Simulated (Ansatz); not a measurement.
A made-up structure of CH3AlSi, closed shell:

C1  (0.420, 0.709, -0.884)
Si2  (-0.626, -0.548, -0.248)
Al3  (0.377, -0.030, 1.258)
H4  (-1.645, -1.418, -0.718)
H5  (0.448, 1.060, -1.883)
H6  (0.775, -0.125, 2.781)
(Å)

It is relaxed with PBE-D4/def2-SVP and then PBE0-D4/def2-TZVP (Ansatz 0.2.0). Atoms count as bonded within 1.22 times the sum of their covalent radii (H–H: 0.88 Å). The end point is not checked to be a true minimum.

Problem. Does its bonding change? (A judgement: the text doesn't fix the answer.)

Solution. By the calculation: No: no bond forms or breaks.

Where it ends: The first stage lowers the energy by 2.87 eV in 7 steps. It ends as CH₃AlSi ([CH]1[AlH][SiH]1):
```tsv
atom	x (Å)	y (Å)	z (Å)
C1	0.2595	0.4498	-0.5851
Si2	-0.9137	-0.8223	-0.2915
Al3	0.4842	0.0811	1.2468
H4	-1.8451	-1.4292	-1.3017
H5	0.6002	1.0615	-1.4140
H6	1.1631	0.3069	2.6516
```

Labels in which every atom is bracketed show which atoms are joined, not bond orders.

For scale, one of the runs: PBE0-D4/def2-TZVP relaxation, 123 basis functions, launched by `ansatz run in.yaml --threads 2 --pin off --events-out ev --progress --plain --max-ram 4352MiB`. The run took about 12 s on 2 CPU threads of an Arm Neoverse V1 (shared host).
